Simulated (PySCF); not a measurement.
**Mass spectrum arithmetic for BH2(SiH3)**

Species: BH2(SiH3), `[H]B([H])[SiH3]`.

Calculated from isotope tables alone.

**Question.** Molar mass and exact mass?

**Answer.** For BH5Si, with standard atomic weights, 1 × 10.810 + 5 × 1.008 + 1 × 28.085 = 43.935 g/mol. From the most abundant isotopes (11B, 1H, 28Si), 1 × 11.009305 + 5 × 1.007825 + 1 × 27.976927 = 44.0254 u.

**Question.** Work out the cluster of the molecular ion M+•, one line a nominal mass.

**Answer.** 
```csv
nominal mass,m/z (centroid),relative intensity
43,43.0284,24.5
44,44.0248,100.0
45,45.0246,5.9
46,46.0217,3.3
```

Lines under 0.1 % of the tallest are left out. One electron mass, 0.00055 u, is taken off. Abundances used (%; other tables differ somewhat): 10B 19.9, 11B 80.1; 1H 99.9885, 2H 0.0115; 28Si 92.2297, 29Si 4.6832, 30Si 3.0872.

**Question.** Elemental analysis, calculated?

**Answer.** B 24.60 %, H 11.47 %, Si 63.92 %.

**Question.** Which m/z would the protonated, sodiated and deprotonated molecule have?

**Answer.** [M+H]+ 45.0326, [M+Na]+ 67.0146, [M−H]− 43.0181, for the monoisotopic species (arithmetic only; whether such ions form is another matter).

**Question.** What share of all molecules is the monoisotopic species?

**Answer.** 0.801 × 0.999885^5 × 0.922297 = 73.83 %.
